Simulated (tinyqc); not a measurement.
Worked calculation (part 1 of 2): UHF in the sto-3g basis, for NH, spin multiplicity 3. Computed by tinyqc, a small Python program that keeps every step (integrals from PySCF). Settings: charge = 0, multiplicity = 3, basis = sto-3g, energy threshold = 1e-09, iteration cap = 65, orthogonalisation = symmetric, start = random, DIIS depth = 0, method = UHF. Command: `OMP_NUM_THREADS=1 python tinyqc.py 29639 29640 out.jsonl` (the two numbers bound the seeds that draw the settings). One thread of a shared host (Intel(R) Xeon(R) Processor @ 2.60GHz), about 0.1 s of CPU time with the checks. Later iterations appear only in the table of the cycle.

## One-electron integrals

Geometry (angstrom):
```
atom       x       y       z
N     0.0000  0.0000  0.0000
H     0.0000  0.0000  1.1750
```

Basis sto-3g: exponents (1/bohr^2) and contraction coefficients of normalised primitives:
```
element  l (shell)  exponent  coefficient
N            s (1)   99.1062       0.1543
N            s (1)   18.0523       0.5353
N            s (1)    4.8857       0.4446
N            s (2)    3.7805      -0.1000
N            s (2)    0.8785       0.3995
N            s (2)    0.2857       0.7001
N            p (3)    3.7805       0.1559
N            p (3)    0.8785       0.6077
N            p (3)    0.2857       0.3920
H            s (1)    3.4253       0.1543
H            s (1)    0.6239       0.5353
H            s (1)    0.1689       0.4446
```

Overlap, kinetic and nuclear-attraction integrals over the contracted functions; the nuclear repulsion is the sum of Za Zb / Rab.

nuclear repulsion = 3.152545 hartree

overlap S, order 1N 1s, 1N 2s, 1N 2px, 1N 2py, 1N 2pz, 2H 1s:
```
[[1.0000, 0.2350, 0.0000, 0.0000, 0.0000, 0.0398],
 [0.2350, 1.0000, 0.0000, 0.0000, 0.0000, 0.3987],
 [0.0000, 0.0000, 1.0000, 0.0000, 0.0000, 0.0000],
 [0.0000, 0.0000, 0.0000, 1.0000, 0.0000, 0.0000],
 [0.0000, 0.0000, 0.0000, 0.0000, 1.0000, 0.3792],
 [0.0398, 0.3987, 0.0000, 0.0000, 0.3792, 1.0000]]
```

kinetic energy T (hartree), order 1N 1s, 1N 2s, 1N 2px, 1N 2py, 1N 2pz, 2H 1s:
```
[[21.9908, -0.1284, 0.0000, 0.0000, 0.0000, -0.0104],
 [-0.1284, 0.6070, 0.0000, 0.0000, 0.0000, 0.0671],
 [0.0000, 0.0000, 1.8994, 0.0000, 0.0000, 0.0000],
 [0.0000, 0.0000, 0.0000, 1.8994, 0.0000, 0.0000],
 [0.0000, 0.0000, 0.0000, 0.0000, 1.8994, 0.1819],
 [-0.0104, 0.0671, 0.0000, 0.0000, 0.1819, 0.7600]]
```

nuclear attraction V (hartree), order 1N 1s, 1N 2s, 1N 2px, 1N 2py, 1N 2pz, 2H 1s:
```
[[-46.6363, -5.5388, 0.0000, 0.0000, -0.0118, -0.9575],
 [-5.5388, -7.3107, 0.0000, 0.0000, -0.1426, -2.3068],
 [0.0000, 0.0000, -7.2241, 0.0000, 0.0000, 0.0000],
 [0.0000, 0.0000, 0.0000, -7.2241, 0.0000, 0.0000],
 [-0.0118, -0.1426, 0.0000, 0.0000, -7.3180, -2.0042],
 [-0.9575, -2.3068, 0.0000, 0.0000, -2.0042, -4.3306]]
```

core Hamiltonian H = T + V (hartree), order 1N 1s, 1N 2s, 1N 2px, 1N 2py, 1N 2pz, 2H 1s:
```
[[-24.6456, -5.6672, 0.0000, 0.0000, -0.0118, -0.9678],
 [-5.6672, -6.7037, 0.0000, 0.0000, -0.1426, -2.2397],
 [0.0000, 0.0000, -5.3247, 0.0000, 0.0000, 0.0000],
 [0.0000, 0.0000, 0.0000, -5.3247, 0.0000, 0.0000],
 [-0.0118, -0.1426, 0.0000, 0.0000, -5.4187, -1.8223],
 [-0.9678, -2.2397, 0.0000, 0.0000, -1.8223, -3.5706]]
```

## Two-electron integrals

Functions are numbered as in S; the eight-fold symmetry (ij|kl) = (ji|kl) = (kl|ij) leaves the list below.

Two-electron integrals (ij|kl) in chemists' order, unique and non-zero (hartree):
```
(11|11) 4.1666   (21|11) 0.6408   (21|21) 0.1175   (22|11) 0.9699
(22|21) 0.2209   (22|22) 0.7082   (31|31) 0.0210   (32|31) 0.0325
(32|32) 0.1564   (33|11) 0.9671   (33|21) 0.2210   (33|22) 0.7081
(33|33) 0.7628   (41|41) 0.0210   (42|41) 0.0325   (42|42) 0.1564
(43|43) 0.0411   (44|11) 0.9671   (44|21) 0.2210   (44|22) 0.7081
(44|33) 0.6806   (44|44) 0.7628   (51|51) 0.0210   (52|51) 0.0325
(52|52) 0.1564   (53|53) 0.0411   (54|54) 0.0411   (55|11) 0.9671
(55|21) 0.2210   (55|22) 0.7081   (55|33) 0.6806   (55|44) 0.6806
(55|55) 0.7628   (61|11) 0.1095   (61|21) 0.0199   (61|22) 0.0373
(61|33) 0.0372   (61|44) 0.0372   (61|51) 0.0010   (61|52) 0.0020
(61|55) 0.0375   (61|61) 0.0034   (62|11) 0.2847   (62|21) 0.0657
(62|22) 0.2349   (62|33) 0.2299   (62|44) 0.2299   (62|51) 0.0055
(62|52) 0.0430   (62|55) 0.2446   (62|61) 0.0115   (62|62) 0.1018
(63|31) 0.0065   (63|32) 0.0382   (63|53) 0.0085   (63|63) 0.0130
(64|41) 0.0065   (64|42) 0.0382   (64|54) 0.0085   (64|64) 0.0130
(65|11) 0.2316   (65|21) 0.0541   (65|22) 0.2059   (65|33) 0.1961
(65|44) 0.1961   (65|51) 0.0104   (65|52) 0.0733   (65|55) 0.2252
(65|61) 0.0098   (65|62) 0.1072   (65|65) 0.1240   (66|11) 0.4431
(66|21) 0.1039   (66|22) 0.4258   (66|33) 0.4062   (66|44) 0.4062
(66|51) 0.0106   (66|52) 0.1143   (66|55) 0.4644   (66|61) 0.0183
(66|62) 0.2389   (66|65) 0.2813   (66|66) 0.7746
```

## Orthogonalisation

S = U s U^T; symmetric (Loewdin) form X = U s^(-1/2) U^T, so that X^T S X = 1.

eigenvalues of S: [0.4328, 0.8337, 1.0000, 1.0000, 1.1424, 1.5911]

X, order 1N 1s, 1N 2s, 1N 2px, 1N 2py, 1N 2pz, 2H 1s:
```
[[1.0226, -0.1301, 0.0000, 0.0000, -0.0077, 0.0218],
 [-0.1301, 1.1026, 0.0000, 0.0000, 0.0753, -0.2545],
 [0.0000, 0.0000, 1.0000, 0.0000, 0.0000, 0.0000],
 [0.0000, 0.0000, 0.0000, 1.0000, 0.0000, 0.0000],
 [-0.0077, 0.0753, 0.0000, 0.0000, 1.0700, -0.2375],
 [0.0218, -0.2545, 0.0000, 0.0000, -0.2375, 1.1484]]
```

## Starting guess

The start is random orthonormal orbitals; D(s) = C_occ C_occ^T for each spin.

D(alpha) at the start, order 1N 1s, 1N 2s, 1N 2px, 1N 2py, 1N 2pz, 2H 1s:
```
[[0.8072, -0.4632, -0.0235, 0.0233, -0.3963, 0.0784],
 [-0.4632, 1.1758, -0.0166, 0.0164, -0.0324, -0.5963],
 [-0.0235, -0.0166, 0.9978, 0.0021, -0.0336, -0.0004],
 [0.0233, 0.0164, 0.0021, 0.9979, 0.0332, 0.0004],
 [-0.3963, -0.0324, -0.0336, 0.0332, 0.6863, -0.5517],
 [0.0784, -0.5963, -0.0004, 0.0004, -0.5517, 1.4404]]
```

D(beta) at the start, order 1N 1s, 1N 2s, 1N 2px, 1N 2py, 1N 2pz, 2H 1s:
```
[[0.1851, -0.3111, 0.1690, 0.1850, -0.1493, 0.3348],
 [-0.3111, 0.8187, 0.0399, -0.0655, 0.2771, -0.9332],
 [0.1690, 0.0399, 0.9047, -0.0342, -0.2298, 0.0091],
 [0.1850, -0.0655, -0.0342, 0.9502, 0.0180, -0.1026],
 [-0.1493, 0.2771, -0.2298, 0.0180, 0.1604, -0.3365],
 [0.3348, -0.9332, 0.0091, -0.1026, -0.3365, 1.0997]]
```

## Iteration 1: building the Fock matrix

J_ij = sum D_kl (ij|kl) with D = D(alpha) + D(beta), K_ij = sum D_kl (ik|jl) for each spin; F = H + J - K(s); E = tr D H + tr D J / 2 - 0.5 sum_s tr D(s) K(s) + E_nn.

Coulomb J (hartree), order 1N 1s, 1N 2s, 1N 2px, 1N 2py, 1N 2pz, 2H 1s:
```
[[9.5529, 1.9159, 0.0077, 0.0042, -0.0146, 0.3241],
 [1.9159, 5.3870, 0.0174, -0.0096, 0.0712, 1.8711],
 [0.0077, 0.0174, 5.3938, -0.0026, -0.0215, -0.0006],
 [0.0042, -0.0096, -0.0026, 5.3975, 0.0025, -0.0028],
 [-0.0146, 0.0712, -0.0215, 0.0025, 5.3585, 1.7016],
 [0.3241, 1.8711, -0.0006, -0.0028, 1.7016, 3.8820]]
```

exchange K(alpha) (hartree), order 1N 1s, 1N 2s, 1N 2px, 1N 2py, 1N 2pz, 2H 1s:
```
[[2.9609, 0.3352, -0.0275, 0.0272, -0.4273, -0.0682],
 [0.3352, 0.9718, -0.0204, 0.0202, -0.2933, 0.2571],
 [-0.0275, -0.0204, 0.9659, 0.0015, -0.0243, -0.0125],
 [0.0272, 0.0202, 0.0015, 0.9659, 0.0240, 0.0124],
 [-0.4273, -0.2933, -0.0243, 0.0240, 0.6207, 0.1403],
 [-0.0682, 0.2571, -0.0125, 0.0124, 0.1403, 0.7315]]
```

exchange K(beta) (hartree), order 1N 1s, 1N 2s, 1N 2px, 1N 2py, 1N 2pz, 2H 1s:
```
[[0.5502, 0.0426, 0.1775, 0.1617, -0.0571, 0.0299],
 [0.0426, 0.4680, 0.0797, -0.0372, 0.0002, 0.0416],
 [0.1775, 0.0797, 0.7891, -0.0247, -0.1640, -0.0251],
 [0.1617, -0.0372, -0.0247, 0.8219, -0.0080, -0.0488],
 [-0.0571, 0.0002, -0.1640, -0.0080, 0.1653, 0.0774],
 [0.0299, 0.0416, -0.0251, -0.0488, 0.0774, 0.4063]]
```

F(alpha) (hartree), order 1N 1s, 1N 2s, 1N 2px, 1N 2py, 1N 2pz, 2H 1s:
```
[[-18.0536, -4.0866, 0.0352, -0.0230, 0.4009, -0.5756],
 [-4.0866, -2.2885, 0.0378, -0.0298, 0.2219, -0.6258],
 [0.0352, 0.0378, -0.8968, -0.0042, 0.0028, 0.0119],
 [-0.0230, -0.0298, -0.0042, -0.8931, -0.0216, -0.0152],
 [0.4009, 0.2219, 0.0028, -0.0216, -0.6809, -0.2609],
 [-0.5756, -0.6258, 0.0119, -0.0152, -0.2609, -0.4201]]
```

F(beta) (hartree), order 1N 1s, 1N 2s, 1N 2px, 1N 2py, 1N 2pz, 2H 1s:
```
[[-15.6428, -3.7939, -0.1698, -0.1575, 0.0307, -0.6737],
 [-3.7939, -1.7848, -0.0623, 0.0276, -0.0716, -0.4103],
 [-0.1698, -0.0623, -0.7200, 0.0220, 0.1425, 0.0245],
 [-0.1575, 0.0276, 0.0220, -0.7491, 0.0105, 0.0460],
 [0.0307, -0.0716, 0.1425, 0.0105, -0.2255, -0.1981],
 [-0.6737, -0.4103, 0.0245, 0.0460, -0.1981, -0.0948]]
```

total energy of this density = -33.352238 hartree

## Iteration 1: diagonalisation and new density

Diagonalise F' = X^T F X, C = X C', fill 5 alpha and 3 beta electrons from the bottom; D(s) = C_occ C_occ^T. Each column has its largest component positive (the first on a tie).

F' = X^T F X (alpha) (hartree):
```
[[-17.8579, -1.8015, 0.0313, -0.0198, 0.3750, -0.0802],
 [-1.8015, -1.5942, 0.0343, -0.0277, 0.2261, -0.2366],
 [0.0313, 0.0343, -0.8968, -0.0042, 0.0027, 0.0042],
 [-0.0198, -0.0277, -0.0042, -0.8931, -0.0215, -0.0052],
 [0.3750, 0.2261, 0.0027, -0.0215, -0.6306, -0.1538],
 [-0.0802, -0.2366, 0.0042, -0.0052, -0.1538, -0.2019]]
```

orbital energies (alpha) (hartree): [-18.0648, -1.4694, -0.8997, -0.8910, -0.6580, -0.0917]

coefficients C (alpha), order 1N 1s, 1N 2s, 1N 2px, 1N 2py, 1N 2pz, 2H 1s:
```
[[1.0023, -0.2341, -0.0029, 0.0107, -0.0088, 0.0595],
 [-0.0122, 1.0245, 0.0191, -0.0476, 0.1070, -0.4892],
 [-0.0020, -0.0516, 0.7254, -0.6854, 0.0368, -0.0050],
 [0.0013, 0.0367, 0.6866, 0.7181, -0.1074, 0.0102],
 [-0.0252, -0.1565, 0.0429, 0.1099, 0.8992, -0.5996],
 [0.0058, -0.0310, 0.0040, 0.0075, 0.1774, 1.1866]]
```

F' = X^T F X (beta) (hartree):
```
[[-15.4066, -1.8468, -0.1660, -0.1637, 0.0367, -0.1470],
 [-1.8468, -1.1726, -0.0422, 0.0400, -0.0568, -0.0895],
 [-0.1660, -0.0422, -0.7200, 0.0220, 0.1432, 0.0065],
 [-0.1637, 0.0400, 0.0220, -0.7491, 0.0036, 0.0398],
 [0.0367, -0.0568, 0.1432, 0.0036, -0.1694, -0.1775],
 [-0.1470, -0.0895, 0.0065, 0.0398, -0.1775, 0.0865]]
```

orbital energies (beta) (hartree): [-15.6475, -0.9680, -0.7659, -0.7206, -0.2139, 0.1847]

coefficients C (beta), order 1N 1s, 1N 2s, 1N 2px, 1N 2py, 1N 2pz, 2H 1s:
```
[[0.9979, -0.2426, 0.0361, -0.0767, 0.0281, 0.0205],
 [0.0079, 1.0381, -0.1788, 0.2739, -0.1855, -0.2896],
 [0.0114, 0.0556, 0.8523, 0.4495, 0.2533, -0.0639],
 [0.0105, -0.2838, -0.4392, 0.8508, 0.0385, 0.0342],
 [-0.0025, 0.1402, -0.2487, -0.0887, 0.7850, -0.7081],
 [0.0012, -0.1613, 0.0398, -0.0947, 0.3547, 1.1305]]
```

D(alpha) after iteration 1, order 1N 1s, 1N 2s, 1N 2px, 1N 2py, 1N 2pz, 2H 1s:
```
[[1.0596, -0.2536, 0.0003, -0.0006, 0.0045, 0.0116],
 [-0.2536, 1.0638, -0.0024, 0.0050, -0.0682, -0.0131],
 [0.0003, -0.0024, 1.0000, 0.0001, -0.0030, 0.0059],
 [-0.0006, 0.0050, 0.0001, 0.9999, 0.0061, -0.0121],
 [0.0045, -0.0682, -0.0030, 0.0061, 0.8476, 0.1653],
 [0.0116, -0.0131, 0.0059, -0.0121, 0.1653, 0.0326]]
```

D(beta) after iteration 1, order 1N 1s, 1N 2s, 1N 2px, 1N 2py, 1N 2pz, 2H 1s:
```
[[1.0561, -0.2505, 0.0287, 0.0635, -0.0455, 0.0418],
 [-0.2505, 1.1098, -0.0946, -0.2160, 0.1900, -0.1745],
 [0.0287, -0.0946, 0.7297, -0.3900, -0.2042, 0.0250],
 [0.0635, -0.2160, -0.3900, 0.2735, 0.0694, 0.0283],
 [-0.0455, 0.1900, -0.2042, 0.0694, 0.0815, -0.0325],
 [0.0418, -0.1745, 0.0250, 0.0283, -0.0325, 0.0276]]
```

## Iteration 2: building the Fock matrix

As before.

Coulomb J (hartree), order 1N 1s, 1N 2s, 1N 2px, 1N 2py, 1N 2pz, 2H 1s:
```
[[14.0733, 2.5847, -0.0047, -0.0109, 0.0076, 0.4396],
 [2.5847, 6.1491, -0.0261, -0.0607, 0.0458, 1.9802],
 [-0.0047, -0.0261, 6.1750, -0.0321, -0.0165, -0.0098],
 [-0.0109, -0.0607, -0.0321, 6.1375, 0.0065, -0.0136],
 [0.0076, 0.0458, -0.0165, 0.0065, 6.1149, 1.7090],
 [0.4396, 1.9802, -0.0098, -0.0136, 1.7090, 3.4700]]
```

exchange K(alpha) (hartree), order 1N 1s, 1N 2s, 1N 2px, 1N 2py, 1N 2pz, 2H 1s:
```
[[4.2772, 0.7346, -0.0001, 0.0001, -0.0026, 0.1351],
 [0.7346, 1.2242, -0.0004, 0.0009, -0.0044, 0.4056],
 [-0.0001, -0.0004, 1.0133, 0.0000, -0.0009, 0.0012],
 [0.0001, 0.0009, 0.0000, 1.0133, 0.0019, -0.0025],
 [-0.0026, -0.0044, -0.0009, 0.0019, 0.9777, 0.3351],
 [0.1351, 0.4056, 0.0012, -0.0025, 0.3351, 0.3350]]
```

exchange K(beta) (hartree), order 1N 1s, 1N 2s, 1N 2px, 1N 2py, 1N 2pz, 2H 1s:
```
[[4.2345, 0.6796, 0.0054, 0.0092, 0.0018, 0.1187],
 [0.6796, 0.8926, -0.0679, -0.1631, 0.1044, 0.2571],
 [0.0054, -0.0679, 0.7377, -0.2814, -0.1423, -0.0555],
 [0.0092, -0.1631, -0.2814, 0.4085, 0.0559, -0.0291],
 [0.0018, 0.1044, -0.1423, 0.0559, 0.2470, 0.0829],
 [0.1187, 0.2571, -0.0555, -0.0291, 0.0829, 0.0951]]
```

F(alpha) (hartree), order 1N 1s, 1N 2s, 1N 2px, 1N 2py, 1N 2pz, 2H 1s:
```
[[-14.8495, -3.8171, -0.0046, -0.0110, -0.0015, -0.6633],
 [-3.8171, -1.7788, -0.0257, -0.0616, -0.0924, -0.6650],
 [-0.0046, -0.0257, -0.1630, -0.0321, -0.0156, -0.0110],
 [-0.0110, -0.0616, -0.0321, -0.2004, 0.0046, -0.0111],
 [-0.0015, -0.0924, -0.0156, 0.0046, -0.2815, -0.4484],
 [-0.6633, -0.6650, -0.0110, -0.0111, -0.4484, -0.4356]]
```

F(beta) (hartree), order 1N 1s, 1N 2s, 1N 2px, 1N 2py, 1N 2pz, 2H 1s:
```
[[-14.8068, -3.7622, -0.0101, -0.0201, -0.0060, -0.6469],
 [-3.7622, -1.4472, 0.0417, 0.1024, -0.2011, -0.5166],
 [-0.0101, 0.0417, 0.1126, 0.2494, 0.1258, 0.0457],
 [-0.0201, 0.1024, 0.2494, 0.4043, -0.0494, 0.0155],
 [-0.0060, -0.2011, 0.1258, -0.0494, 0.4493, -0.1962],
 [-0.6469, -0.5166, 0.0457, 0.0155, -0.1962, -0.1957]]
```

total energy of this density = -53.766560 hartree

## Iteration 2: diagonalisation and new density

As before.

F' = X^T F X (alpha) (hartree):
```
[[-14.5683, -1.9982, -0.0015, -0.0035, -0.0186, -0.0694],
 [-1.9982, -1.0173, -0.0261, -0.0633, 0.0442, -0.3668],
 [-0.0015, -0.0261, -0.1630, -0.0321, -0.0160, -0.0025],
 [-0.0035, -0.0633, -0.0321, -0.2004, 0.0030, 0.0016],
 [-0.0186, 0.0442, -0.0160, 0.0030, -0.1190, -0.4247],
 [-0.0694, -0.3668, -0.0025, 0.0016, -0.4247, -0.0814]]
```

orbital energies (alpha) (hartree): [-14.8579, -0.9153, -0.4235, -0.2117, -0.1435, 0.4024]

coefficients C (alpha), order 1N 1s, 1N 2s, 1N 2px, 1N 2py, 1N 2pz, 2H 1s:
```
[[0.9936, -0.2319, 0.1172, 0.0297, -0.0097, 0.0864],
 [0.0270, 0.8505, -0.5403, -0.1185, 0.0449, -0.5206],
 [0.0004, 0.0381, -0.0078, 0.5235, 0.8508, 0.0247],
 [0.0009, 0.0746, -0.1334, 0.8391, -0.5216, 0.0243],
 [0.0023, 0.1664, 0.6530, 0.0930, -0.0337, -0.8621],
 [-0.0057, 0.2668, 0.4934, 0.0002, -0.0384, 1.0604]]
```

F' = X^T F X (beta) (hartree):
```
[[-14.5329, -1.9836, -0.0158, -0.0331, -0.0077, -0.0744],
 [-1.9836, -0.7193, 0.0452, 0.1078, -0.0985, -0.2776],
 [-0.0158, 0.0452, 0.1126, 0.2494, 0.1270, 0.0118],
 [-0.0331, 0.1078, 0.2494, 0.4043, -0.0487, 0.0030],
 [-0.0077, -0.0985, 0.1270, -0.0487, 0.5821, -0.3048],
 [-0.0744, -0.2776, 0.0118, 0.0030, -0.3048, 0.0606]]
```

orbital energies (beta) (hartree): [-14.8130, -0.6051, -0.0763, 0.0983, 0.5606, 0.7428]

coefficients C (beta), order 1N 1s, 1N 2s, 1N 2px, 1N 2py, 1N 2pz, 2H 1s:
```
[[0.9946, -0.2330, -0.0576, 0.1215, -0.0343, -0.0212],
 [0.0232, 0.8747, 0.2753, -0.6365, 0.1293, 0.1997],
 [0.0006, -0.0729, 0.7716, 0.3845, 0.4691, 0.1773],
 [0.0012, -0.0709, -0.4744, -0.1240, 0.8686, 0.0066],
 [0.0027, 0.1636, -0.2130, 0.0908, -0.0981, 1.0569],
 [-0.0056, 0.2314, -0.2780, 0.9152, 0.0029, -0.6870]]
```

D(alpha) after iteration 2, order 1N 1s, 1N 2s, 1N 2px, 1N 2py, 1N 2pz, 2H 1s:
```
[[1.0557, -0.2377, -0.0021, -0.0021, 0.0433, -0.0093],
 [-0.2377, 1.0320, 0.0129, 0.0126, -0.2237, -0.0416],
 [-0.0021, 0.0129, 0.9994, -0.0006, 0.0213, -0.0262],
 [-0.0021, 0.0126, -0.0006, 0.9994, 0.0209, -0.0257],
 [0.0433, -0.2237, 0.0213, 0.0209, 0.4640, 0.3679],
 [-0.0093, -0.0416, -0.0262, -0.0257, 0.3679, 0.3161]]
```

D(beta) after iteration 2, order 1N 1s, 1N 2s, 1N 2px, 1N 2py, 1N 2pz, 2H 1s:
```
[[1.0468, -0.1966, -0.0269, 0.0450, -0.0232, -0.0435],
 [-0.1966, 0.8414, 0.1487, -0.1926, 0.0845, 0.1257],
 [-0.0269, 0.1487, 0.6007, -0.3609, -0.1763, -0.2314],
 [0.0450, -0.1926, -0.3609, 0.2301, 0.0895, 0.1155],
 [-0.0232, 0.0845, -0.1763, 0.0895, 0.0722, 0.0971],
 [-0.0435, 0.1257, -0.2314, 0.1155, 0.0971, 0.1309]]
```

## Iteration 38 (converged): orbitals

converged F(alpha) (hartree), order 1N 1s, 1N 2s, 1N 2px, 1N 2py, 1N 2pz, 2H 1s:
```
[[-15.3505, -3.9224, 0.0000, 0.0000, -0.0190, -0.6782],
 [-3.9224, -2.0064, 0.0000, 0.0000, -0.0780, -0.7029],
 [0.0000, 0.0000, -0.4690, 0.0000, 0.0000, 0.0000],
 [0.0000, 0.0000, 0.0000, -0.4690, 0.0000, 0.0000],
 [-0.0190, -0.0780, 0.0000, 0.0000, -0.3246, -0.4707],
 [-0.6782, -0.7029, 0.0000, 0.0000, -0.4707, -0.3645]]
```

converged F(beta) (hartree), order 1N 1s, 1N 2s, 1N 2px, 1N 2py, 1N 2pz, 2H 1s:
```
[[-15.3032, -3.8529, 0.0000, 0.0000, -0.0181, -0.6639],
 [-3.8529, -1.6605, 0.0000, 0.0000, -0.0336, -0.6326],
 [0.0000, 0.0000, 0.3453, 0.0000, 0.0000, 0.0000],
 [0.0000, 0.0000, 0.0000, 0.3453, 0.0000, 0.0000],
 [-0.0181, -0.0336, 0.0000, 0.0000, -0.1463, -0.4517],
 [-0.6639, -0.6326, 0.0000, 0.0000, -0.4517, -0.4512]]
```

As before.

F' = X^T F X (alpha) (hartree):
```
[[-15.0683, -2.0197, 0.0000, 0.0000, -0.0399, -0.0652],
 [-2.0197, -1.2440, 0.0000, 0.0000, 0.0637, -0.3836],
 [0.0000, 0.0000, -0.4690, 0.0000, 0.0000, 0.0000],
 [0.0000, 0.0000, 0.0000, -0.4690, 0.0000, 0.0000],
 [-0.0399, 0.0637, 0.0000, 0.0000, -0.1504, -0.4677],
 [-0.0652, -0.3836, 0.0000, 0.0000, -0.4677, 0.0317]]
```

orbital energies (alpha) (hartree): [-15.3583, -1.0874, -0.4794, -0.4690, -0.4690, 0.4942]

coefficients C (alpha), order 1N 1s, 1N 2s, 1N 2px, 1N 2py, 1N 2pz, 2H 1s:
```
[[0.9939, -0.2507, 0.0789, 0.0000, 0.0000, 0.0788],
 [0.0258, 0.9502, -0.3951, 0.0000, 0.0001, -0.4934],
 [0.0000, 0.0000, 0.0002, 0.5307, 0.8475, 0.0000],
 [0.0000, 0.0000, -0.0001, 0.8475, -0.5307, 0.0000],
 [0.0036, 0.1017, 0.7122, 0.0000, -0.0002, -0.8304],
 [-0.0061, 0.1421, 0.4831, 0.0000, -0.0001, 1.0895]]
```

F' = X^T F X (beta) (hartree):
```
[[-15.0311, -1.9962, 0.0000, 0.0000, -0.0453, -0.0660],
 [-1.9962, -0.8791, 0.0000, 0.0000, 0.1280, -0.3729],
 [0.0000, 0.0000, 0.3453, 0.0000, 0.0000, 0.0000],
 [0.0000, 0.0000, 0.0000, 0.3453, 0.0000, 0.0000],
 [-0.0453, 0.1280, 0.0000, 0.0000, 0.0459, -0.4741],
 [-0.0660, -0.3729, 0.0000, 0.0000, -0.4741, -0.0964]]
```

orbital energies (beta) (hartree): [-15.3083, -0.8068, -0.4004, 0.3453, 0.3453, 0.5547]

coefficients C (beta), order 1N 1s, 1N 2s, 1N 2px, 1N 2py, 1N 2pz, 2H 1s:
```
[[0.9952, -0.2178, -0.1291, 0.0000, 0.0000, 0.0931],
 [0.0206, 0.7995, 0.6114, 0.0000, 0.0000, -0.5382],
 [0.0000, 0.0000, 0.0000, 0.8475, 0.5307, 0.0000],
 [0.0000, 0.0000, 0.0000, -0.5307, 0.8475, 0.0000],
 [0.0030, 0.1139, -0.5903, 0.0000, 0.0000, -0.9196],
 [-0.0050, 0.3588, -0.5610, 0.0000, 0.0000, 0.9985]]
```

D(alpha) after iteration 38, order 1N 1s, 1N 2s, 1N 2px, 1N 2py, 1N 2pz, 2H 1s:
```
[[1.0570, -0.2438, 0.0000, 0.0000, 0.0342, -0.0036],
 [-0.2438, 1.0596, 0.0000, 0.0000, -0.1846, -0.0561],
 [0.0000, 0.0000, 1.0000, 0.0000, 0.0000, 0.0000],
 [0.0000, 0.0000, 0.0000, 1.0000, 0.0000, 0.0000],
 [0.0342, -0.1846, 0.0000, 0.0000, 0.5176, 0.3585],
 [-0.0036, -0.0561, 0.0000, 0.0000, 0.3585, 0.2536]]
```

D(beta) after iteration 38, order 1N 1s, 1N 2s, 1N 2px, 1N 2py, 1N 2pz, 2H 1s:
```
[[1.0545, -0.2326, 0.0000, 0.0000, 0.0544, -0.0107],
 [-0.2326, 1.0134, 0.0000, 0.0000, -0.2698, -0.0562],
 [0.0000, 0.0000, 0.0000, 0.0000, 0.0000, 0.0000],
 [0.0000, 0.0000, 0.0000, 0.0000, 0.0000, 0.0000],
 [0.0544, -0.2698, 0.0000, 0.0000, 0.3615, 0.3720],
 [-0.0107, -0.0562, 0.0000, 0.0000, 0.3720, 0.4435]]
```

Within a degenerate level the vectors are fixed only up to a rotation; this is one choice.
